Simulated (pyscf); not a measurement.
HS–GeH: [singlet] → S=Ge: [singlet] + hydrogen (H₂), an elimination (singlet surface; Ge–H, H–S broken, H–H formed). Optimised with ωB97X-D3(BJ)/def2-SVP in PySCF. Energies in kJ/mol from the reactant's lowest minimum found.

Small-basis levels: PySCF, no dispersion term, spherical d functions. Cost: rough CPU time at the saddle relative to B3LYP/6-31G*+LANL2DZ, from one job on a shared machine.

```
level                    barrier  reaction energy  cost
-----------------------  -------  ---------------  ----
HF/6-31G*+LANL2DZ            ___             +8.1   0.2
BP86/6-31G*+LANL2DZ        157.1             -9.8     1
B3LYP/3-21G                167.1            -20.0     1
B3LYP/LANL2DZ              173.3            -18.4   0.8
B3LYP/6-31G*+LANL2DZ       182.5             -9.1     1
M06-2X/6-31G*+LANL2DZ      189.3             -0.9     2
B3LYP/6-311+G**+LANL2DZ      ___             -0.4     1
PBE/def2-SVP               123.5             +6.6     2
B3LYP/def2-SVP             148.3             +0.2     1
ωB97M-D3(BJ)/def2-TZVP       ___             +7.1     –
```

Problem. Complete the blanks.

Solution. 
- HF/6-31G*+LANL2DZ, barrier: 264.0
- B3LYP/6-311+G**+LANL2DZ, barrier: 160.2
- ωB97M-D3(BJ)/def2-TZVP, barrier: 155.0

Against the last row the barrier runs from -31.4 (PBE/def2-SVP) to +109.0 kJ/mol (HF/6-31G*+LANL2DZ). ωB97M-D3(BJ)/def2-TZVP has limits of its own. On the reactant side the descent ends in a point that may be a rotor saddle (no frequency run), 8.5 kJ/mol over the lowest minimum found and 153.0 kJ/mol under the saddle at ωB97X-D3(BJ)/def2-TZVP. At the saddle there is also a short Ge–H contact that neither side keeps. One saddle was located; it need not be the lowest between these sides. In the def2 sets elements up to Kr have no core potential.
